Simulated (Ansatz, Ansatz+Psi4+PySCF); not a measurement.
```xyz
7

C     0.0517    0.7044    0.0000
N     0.0517   -0.7596    0.0000
H    -0.9417    1.1762    0.0000
H    -0.4582   -1.0994    0.8124
H    -0.4582   -1.0994   -0.8124
H     0.5928    1.0567    0.8807
H     0.5928    1.0567   -0.8807
```

Basis set: cc-pVTZ (spherical functions). Frozen core: 2 orbitals. Charge 0, multiplicity 1.

Computed with Ansatz (development build ahead of 0.2.0); each method stands on the lowest determinant of its kind that the runs found. Restricted open shells among the atoms or ions are ROHF, correlated in semicanonical orbitals with singles.

Give the atomization energy at this shape (free ground-state atoms in the same class of orbitals less the molecule, no zero-point energy) of singlet CH5N by RHF-MP2, RHF.

| method | atomization energy |
| --- | --- |
| RHF-MP2 | 2373.3 kJ/mol |
| RHF | 1758.1 kJ/mol |
